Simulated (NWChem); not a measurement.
**Polarisability of silicon monoxide (OSi)**

```
Si
O 1 1.5233
```
Charge 0, spin multiplicity 1.

The numbers come from NWChem runs, not from measurements. Structure: optimised with PBE0/def2-SVP, a minimum by its harmonic frequencies.

Basis set: def2-SVPD. Static limit.

The correlated methods keep 6 core orbitals frozen. B3LYP has NWChem's definition, with VWN1-RPA local correlation. No row is a measurement; the coupled-cluster row has its own basis-set and correlation limits.

For the isotropic polarisability, HF gives 27.65 bohr³ and CCSD linear response gives 29.73 bohr³. What do LDA (SVWN5), B3LYP, PBE give?

LDA (SVWN5): 30.07 bohr³; B3LYP: 29.39 bohr³; PBE: 30.27 bohr³.
